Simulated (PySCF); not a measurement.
Species: BH5P2.
Cartesian coordinates in Å at the PBE0-D3(BJ)/def2-SVP level; atoms count from 1:
```
atom  x, y, z in Å
B1     1.451    0.262   -0.092
P2     0.087   -0.690    0.709
P3    -1.849   -0.294   -0.269
H4     1.268    1.419   -0.383
H5     2.547   -0.238   -0.165
H6     0.307   -2.053    0.385
H7    -1.468    0.941   -0.873
H8    -2.471    0.342    0.848
```

Jobs on this species (8 atoms, 40 electrons) with PySCF (density fitting). Hardware of each: one thread of an Arm Neoverse V1, shared host. Other jobs ran on the host; a repeat could differ by tens of per cent or more. Peak memory is the resident size of the whole Python process, interpreter and libraries included.

| level and settings | work | basis functions | SCF cycles | wall time | peak memory |
| --- | --- | --- | --- | --- | --- |
| BLYP/pcSseg-2 | shieldings | 192 | ? | ? | ? |
| PBE0/def2-TZVP | 10 singlets by full TDDFT, 4 Tamm–Dancoff triplets, polarisability | 135 | ? | ? | ? |
| HF/def2-SVPD | 10 singlets by TDHF, 4 Tamm–Dancoff triplets, polarisability, ΔSCF ions | 108 | 10 | 2.5 s | 0.40 GiB |
| LC-wPBE/pcSseg-2 | shieldings | 192 | 12 | 20 s | 0.86 GiB |
| B97-2/pcSseg-2 | shieldings | 192 | 12 | 11 s | 0.89 GiB |
| PBE0/def2-SVPD | 10 singlets by full TDDFT, 4 Tamm–Dancoff triplets, polarisability, ΔSCF ions | 108 | 12 | 25 s | 0.48 GiB |
| PBE0/aug-cc-pVDZ | 10 singlets by full TDDFT, 4 Tamm–Dancoff triplets, polarisability | 122 | 12 | 6.7 s | 0.53 GiB |
| PBE0/def2-SVP | 10 singlets by full TDDFT, 4 Tamm–Dancoff triplets, polarisability | 75 | 12 | 3.5 s | 0.38 GiB |
| CAM-B3LYP/pcSseg-2 | shieldings | 192 | 11 | 16 s | 0.93 GiB |

Fill in the missing figures.

- BLYP/pcSseg-2; shieldings: 22 s, 0.79 GiB, 14 SCF cycles
- PBE0/def2-TZVP; 10 singlets by full TDDFT, 4 Tamm–Dancoff triplets, polarisability: 7.3 s, 0.53 GiB, 12 SCF cycles

What do all jobs in the table cost together?

About 1.9 min; the longest takes about 22 % of that, and about 10 times as long as the shortest.
